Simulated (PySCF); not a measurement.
# (CH3)2CHCH2F: NMR shifts at several levels of theory, part 3 of 3

PySCF 2.14.0. Atoms count from 0. The steps go on from the part before.

**12. Nuclear shieldings: B3LYP/pcSseg-1**

Job settings and geometry (Å):

```
{"job": {"kind": "nmr", "xc": "B3LYP", "basis": "pcSseg-1", "pop": false}, "charge": 0, "multiplicity": 1}
C     -0.362753     1.285859    -0.569872
C     -0.095780     0.127797     0.385555
C     -0.990536    -1.069509     0.085065
C      1.368918    -0.267676     0.363690
F      1.733209    -0.701099    -0.891336
H     -0.102760     0.998853    -1.600318
H      0.234934     2.172811    -0.307119
H     -1.423869     1.576991    -0.555577
H     -0.297307     0.469092     1.418107
H     -0.780988    -1.460959    -0.922305
H     -2.054477    -0.791577     0.126973
H     -0.826099    -1.887716     0.803796
H      2.012091     0.590108     0.629012
H      1.566025    -1.086795     1.077553
```

With the program's defaults for keys left out, this is: GIAO B3LYP/pcSseg-1 NMR shielding, non-relativistic, gas phase.

Output:

```text
coarse grid: 11016 points
cycle   1  E = -257.5608490076  dE =  2.427e-01  |g| = 5.639e-01  |ddm| = 2.984e+00
cycle   2  E = -257.5136631446  dE =  4.719e-02  |g| = 7.857e-01  |ddm| = 1.004e+00
cycle   3  E = -257.6240471989  dE = -1.104e-01  |g| = 6.408e-02  |ddm| = 5.993e-01
cycle   4  E = -257.6246105412  dE = -5.633e-04  |g| = 3.133e-02  |ddm| = 5.909e-02
cycle   5  E = -257.6248120750  dE = -2.015e-04  |g| = 4.976e-03  |ddm| = 2.602e-02
cycle   6  E = -257.6248168782  dE = -4.803e-06  |g| = 1.556e-03  |ddm| = 4.902e-03
final grid: 104784 points
cycle   7  E = -257.6693024595  dE = -2.840e-05  |g| = 7.534e-03  |ddm| = 2.186e-02
cycle   8  E = -257.6692905903  dE =  1.187e-05  |g| = 1.081e-02  |ddm| = 1.340e-02
cycle   9  E = -257.6693150789  dE = -2.449e-05  |g| = 7.438e-04  |ddm| = 7.900e-03
cycle  10  E = -257.6693151645  dE = -8.563e-08  |g| = 2.168e-04  |ddm| = 6.601e-04
cycle  11  E = -257.6693151729  dE = -8.379e-09  |g| = 2.991e-05  |ddm| = 1.684e-04
cycle  12  E = -257.6693151731  dE = -1.498e-10  |g| = 1.436e-05  |ddm| = 3.037e-05
converged SCF energy = -257.6693151731

GIAO shielding tensors (ppm)
atom      isotropic    diamagn.    paramagn.     s11        s22        s33       span
  0 C      158.927     246.340     -87.414    137.955    157.191    181.633     43.679
  1 C      145.024     245.955    -100.931    138.392    143.449    153.230     14.838
  2 C      158.572     246.329     -87.757    137.172    157.031    181.514     44.342
  3 C       88.112     241.503    -153.392     57.525     76.880    129.930     72.405
  4 F      432.364     474.918     -42.554    398.848    444.762    453.480     54.632
  5 H       29.975      30.202      -0.227     26.383     29.103     34.437      8.054
  6 H       30.393      29.827       0.566     26.452     27.619     37.107     10.655
  7 H       30.471      29.928       0.543     26.251     28.832     36.330     10.079
  8 H       30.133      31.645      -1.512     26.432     28.408     35.560      9.128
  9 H       29.986      30.201      -0.215     26.456     29.045     34.457      8.001
 10 H       30.452      29.909       0.543     26.253     28.769     36.333     10.081
 11 H       30.392      29.829       0.563     26.443     27.660     37.073     10.630
 12 H       27.010      29.230      -2.220     22.967     26.988     31.075      8.108
 13 H       27.015      29.242      -2.227     22.996     26.995     31.054      8.057
```

It took 9.2 s on 1 thread of Arm Neoverse V1, shared host; peak memory 0.66 GiB.

Key values: δ C3 91.1, C1 34.2, C0 20.5, F4 -260.4, H12 4.37, H8 1.25 ppm (means over like atoms).

**13. Shielding tensors: PBE0/pcSseg-1**

The job, as its differences from that of step 12:

```diff
@@ -1,2 +1,2 @@
-{"job": {"kind": "nmr", "xc": "B3LYP", "basis": "pcSseg-1", "pop": false}, "charge": 0, "multiplicity": 1}
+{"job": {"kind": "nmr", "xc": "PBE0", "basis": "pcSseg-1", "pop": false}, "charge": 0, "multiplicity": 1}
 C     -0.362753     1.285859    -0.569872
```

Level: GIAO PBE0/pcSseg-1 NMR shielding, non-relativistic, gas phase.

Output:

```text
coarse grid: 11016 points
cycle   1  E = -257.2783509205  dE =  2.669e-01  |g| = 5.108e-01  |ddm| = 2.961e+00
cycle   2  E = -257.2519131137  dE =  2.644e-02  |g| = 6.702e-01  |ddm| = 8.448e-01
cycle   3  E = -257.3302027350  dE = -7.829e-02  |g| = 5.247e-02  |ddm| = 4.876e-01
cycle   4  E = -257.3305782193  dE = -3.755e-04  |g| = 2.642e-02  |ddm| = 4.814e-02
cycle   5  E = -257.3307241177  dE = -1.459e-04  |g| = 4.143e-03  |ddm| = 2.220e-02
cycle   6  E = -257.3307274869  dE = -3.369e-06  |g| = 1.174e-03  |ddm| = 3.942e-03
final grid: 104784 points
cycle   7  E = -257.3679406790  dE = -3.363e-05  |g| = 8.388e-03  |ddm| = 2.428e-02
cycle   8  E = -257.3679312041  dE =  9.475e-06  |g| = 1.082e-02  |ddm| = 1.493e-02
cycle   9  E = -257.3679580074  dE = -2.680e-05  |g| = 8.639e-04  |ddm| = 8.155e-03
cycle  10  E = -257.3679581188  dE = -1.114e-07  |g| = 2.343e-04  |ddm| = 7.326e-04
cycle  11  E = -257.3679581271  dE = -8.291e-09  |g| = 4.340e-05  |ddm| = 1.719e-04
cycle  12  E = -257.3679581275  dE = -3.616e-10  |g| = 1.589e-05  |ddm| = 4.387e-05
converged SCF energy = -257.3679581275

GIAO shielding tensors (ppm)
atom      isotropic    diamagn.    paramagn.     s11        s22        s33       span
  0 C      164.755     247.331     -82.577    144.331    163.207    186.727     42.396
  1 C      152.192     246.498     -94.306    145.721    150.841    160.016     14.295
  2 C      164.411     247.322     -82.911    143.572    163.049    186.611     43.039
  3 C       95.287     242.074    -146.787     64.895     84.239    136.727     71.832
  4 F      436.923     474.109     -37.186    402.226    449.329    459.216     56.989
  5 H       29.889      29.960      -0.071     26.113     28.931     34.624      8.511
  6 H       30.299      29.735       0.564     26.154     27.402     37.341     11.186
  7 H       30.375      29.834       0.542     25.948     28.610     36.568     10.620
  8 H       30.029      31.624      -1.595     26.149     28.140     35.799      9.650
  9 H       29.900      29.960      -0.060     26.185     28.873     34.642      8.457
 10 H       30.356      29.816       0.540     25.950     28.547     36.571     10.622
 11 H       30.299      29.738       0.561     26.146     27.444     37.306     11.160
 12 H       26.938      29.121      -2.184     22.808     26.822     31.184      8.376
 13 H       26.943      29.133      -2.190     22.837     26.830     31.162      8.325
```

Wall time 9.2 s (1 thread of Arm Neoverse V1, shared host); peak memory 0.66 GiB.

Key values: δ C3 89.1, C1 32.2, C0 19.8, F4 -259.7, H12 4.33, H8 1.24 ppm (means over like atoms).

**14. NMR shieldings: mPW1PW91/pcSseg-1**

The job, as its differences from that of step 13:

```diff
@@ -1,2 +1,2 @@
-{"job": {"kind": "nmr", "xc": "PBE0", "basis": "pcSseg-1", "pop": false}, "charge": 0, "multiplicity": 1}
+{"job": {"kind": "nmr", "xc": "mPW1PW91", "basis": "pcSseg-1", "pop": false}, "charge": 0, "multiplicity": 1}
 C     -0.362753     1.285859    -0.569872
```

Level: GIAO mPW1PW91/pcSseg-1 NMR shielding, non-relativistic, gas phase.

Output:

```text
coarse grid: 11016 points
cycle   1  E = -257.5101805313  dE =  2.663e-01  |g| = 5.222e-01  |ddm| = 2.963e+00
cycle   2  E = -257.4823754951  dE =  2.781e-02  |g| = 6.871e-01  |ddm| = 8.566e-01
cycle   3  E = -257.5636150376  dE = -8.124e-02  |g| = 5.401e-02  |ddm| = 4.966e-01
cycle   4  E = -257.5640200361  dE = -4.050e-04  |g| = 2.684e-02  |ddm| = 4.985e-02
cycle   5  E = -257.5641721996  dE = -1.522e-04  |g| = 4.177e-03  |ddm| = 2.251e-02
cycle   6  E = -257.5641756304  dE = -3.431e-06  |g| = 1.183e-03  |ddm| = 4.012e-03
final grid: 104784 points
cycle   7  E = -257.6020590381  dE = -3.536e-05  |g| = 6.158e-03  |ddm| = 2.319e-02
cycle   8  E = -257.6020539228  dE =  5.115e-06  |g| = 7.989e-03  |ddm| = 1.113e-02
cycle   9  E = -257.6020683587  dE = -1.444e-05  |g| = 6.146e-04  |ddm| = 5.987e-03
cycle  10  E = -257.6020684129  dE = -5.415e-08  |g| = 2.178e-04  |ddm| = 5.595e-04
cycle  11  E = -257.6020684201  dE = -7.261e-09  |g| = 3.538e-05  |ddm| = 1.542e-04
cycle  12  E = -257.6020684204  dE = -2.362e-10  |g| = 1.240e-05  |ddm| = 3.543e-05
converged SCF energy = -257.6020684204

GIAO shielding tensors (ppm)
atom      isotropic    diamagn.    paramagn.     s11        s22        s33       span
  0 C      163.839     247.339     -83.500    143.688    162.310    185.518     41.830
  1 C      151.410     246.764     -95.354    144.941    150.038    159.253     14.312
  2 C      163.499     247.329     -83.830    142.937    162.156    185.404     42.468
  3 C       94.565     242.136    -147.571     64.001     83.564    136.130     72.128
  4 F      436.600     474.308     -37.708    402.741    448.872    458.187     55.447
  5 H       29.938      30.029      -0.090     26.180     28.984     34.651      8.471
  6 H       30.347      29.789       0.558     26.227     27.474     37.339     11.111
  7 H       30.424      29.886       0.538     26.021     28.668     36.584     10.562
  8 H       30.097      31.707      -1.610     26.253     28.208     35.829      9.577
  9 H       29.949      30.028      -0.079     26.252     28.926     34.669      8.417
 10 H       30.406      29.869       0.537     26.023     28.606     36.588     10.564
 11 H       30.346      29.791       0.555     26.219     27.516     37.304     11.086
 12 H       27.000      29.174      -2.174     22.883     26.886     31.232      8.349
 13 H       27.006      29.186      -2.180     22.912     26.895     31.210      8.298
```

Wall time 9.2 s (1 thread of Arm Neoverse V1, shared host); peak memory 0.66 GiB.

Key values: δ C3 89.0, C1 32.1, C0 19.9, F4 -258.7, H12 4.31, H8 1.22 ppm (means over like atoms).

**15. Side by side: NMR shifts**

Shifts (ppm), means over like atoms, with basis size and wall time (the measured row can stand on another reference than the computed rows):

```csv
run,C3,C1,C0,H12,H5,H8,F4,functions,time
HF/pcSseg-1,80.3,27.8,19.2,4.05,1.12,0.87,-216.7,130,4 s
LDA/pcSseg-1,96.1,34.5,19.6,4.61,1.07,1.48,-292.1,130,12 s
PBE/pcSseg-1,92.7,34.7,20.2,4.50,1.08,1.38,-278.2,130,15 s
BLYP/pcSseg-1,94.0,36.4,21.0,4.51,1.11,1.36,-274.6,130,14 s
BP86/pcSseg-1,92.7,34.6,20.4,4.50,1.09,1.37,-279.5,130,15 s
OPBE/pcSseg-1,87.6,32.4,19.6,4.42,1.06,1.36,-266.5,130,15 s
KT2/pcSseg-1,89.9,34.7,19.9,4.46,1.08,1.40,-283.7,130,16 s
KT3/pcSseg-1,88.0,34.6,20.1,4.39,1.09,1.36,-268.8,130,16 s
B97-D/pcSseg-1,90.7,34.7,20.6,4.48,1.11,1.35,-268.0,130,15 s
B3LYP/pcSseg-1,91.1,34.2,20.5,4.37,1.11,1.25,-260.4,130,9.2 s
PBE0/pcSseg-1,89.1,32.2,19.8,4.33,1.08,1.24,-259.7,130,9.2 s
mPW1PW91/pcSseg-1,89.0,32.1,19.9,4.31,1.08,1.22,-258.7,130,9.2 s
measured,–,–,–,–,–,–,-220.3,–,–
```

Measured: G. Saielli, R. Bini, A. Bagno, Computational 19F NMR. 2. Organic compounds, RSC Adv. 2014, ESI (exp. from Berger-Braun-Kalinowski 1994 and Everett 1995).

**16. Summary of results**

What follows sums up all 3 parts.

```
                                                             quantity                    value
                                                          point group                       Cs
                                 rotational constants (main isotopes)     6.30, 4.01, 3.20 GHz
13C shifts against TMS (HF/pcSseg-1, means over atoms taken as alike)     80.3, 27.8, 19.2 ppm
 1H shifts against TMS (HF/pcSseg-1, means over atoms taken as alike)     4.05, 1.12, 0.87 ppm
                               19F shifts against CFCl3 (HF/pcSseg-1)               -216.7 ppm
                             measured, and computed on the same scale  F4 δ -220.3, -216.7 ppm
                                             range of the shift of F4     -292.1 to -216.7 ppm
```

**Reading.** Single values in the summary come from the first run of each kind that ended normally (HF/pcSseg-1), which need not be the best level. Over 8 steps the energy fell by 1.012 eV; of the close pairs, C3–H12 changed most, 0.983 to 1.104 Å. No frequency check was run at this level, so the end point may be a saddle. C3 (sp3 CH2 bonded to F) lies farthest downfield among carbon, at 80.3 ppm; pulled downfield by the heteroatom. The most deshielded hydrogen is H12, H13 (mean) (hydrogen on an sp3 CH2 bonded to F), at 4.05 ppm: its carbon carries F, an electronegative neighbour. The one measured 19F shift is missed by +3.6 ppm (computed less measured, unscaled). Vibration, temperature and solvent are missing from the calculation, and it holds one conformer, so part of the miss against the measured shifts is not the functional's. In ppm, F4 moves most: its shift spreads over 75.4 ppm, from -292.1 (LDA/pcSseg-1) to -216.7 (HF/pcSseg-1). For the one measured 19F shift, HF/pcSseg-1 misses least (3.6 ppm, 4 s) and LDA/pcSseg-1 most (71.8 ppm, 12 s). One molecule ranks no method: errors cancel, and vibration and temperature are missing from all runs.
